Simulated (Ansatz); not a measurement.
The first iterations of a band of FH4NSi + H2 (9 atoms, charge 0, multiplicity 1).

Theory: RKS PBE/def2-SVP in Ansatz 0.2.0.

```yaml
movable_images: 5
climbing_image: yes
spring: 5.0 eV/Å²
optimiser: quadratic models (default)
start_path: through a guess of the saddle point
force_threshold: 0.03 eV/Å
iteration_limit: 60
end_points: relaxed
```

First end point:

```xyz
9
Properties=species:S:1:pos:R:3
Si -0.106 -0.012 0.693
F 0.370 0.021 -0.891
H 0.567 -1.201 1.304
H 0.308 1.302 1.278
N -1.803 -0.185 0.928
H 2.356 0.244 -2.203
H 3.008 0.317 -2.605
H -2.264 -1.081 0.757
H -2.437 0.595 0.739
```

Last end point:

```xyz
9
Properties=species:S:1:pos:R:3
Si 0.465 0.330 0.700
F 0.268 -1.183 -1.943
H 1.118 -0.899 1.288
H 0.591 1.452 1.691
N -1.191 0.238 0.176
H 0.761 -0.411 -1.712
H 1.298 0.690 -0.521
H -1.379 -0.447 -0.563
H -1.930 0.232 0.884
```

| iteration | highest image above the first end (eV) | largest band force component (eV/Å) |
| --- | --- | --- |
| 1 | 2.207 | 5.362 |
| 2 | 2.161 | 1.810 |
| 3 | 2.008 | 2.179 |
| 4 | 2.142 | 2.413 |
| 5 | 2.144 | 1.828 |
| 6 | 2.103 | 0.947 |
| 7 | 2.135 | 0.558 |
| 8 | 2.094 | 0.782 |
| 9 | 1.989 | 0.948 |
| 10 | 1.947 | 0.772 |
| 11 | 1.912 | 0.770 |
| 12 | 1.836 | 0.749 |
| 13 | 2.029 | 0.525 |
| 14 | 2.017 | 0.531 |
| 15 | 2.011 | 0.262 |
| 16 | 1.999 | 0.271 |

Q: Does the band converge within its limit, and where does its top end?

A: It converged. It ended after 50 iterations with the highest image 1.989 eV above the first end. Neighbouring images differ by up to 1.5 eV, so the band resolves the path poorly. A vibrational analysis at the climbing image gives one clearly imaginary mode, 884i cm⁻¹: a first-order saddle point. The orbitals stay closed-shell, which can raise the energy where a bond breaks towards radicals; this wasn't checked here.

Time of the run: 3.8 min on 2 threads of Arm Neoverse V1 (shared host), peak memory 0.16 GiB.
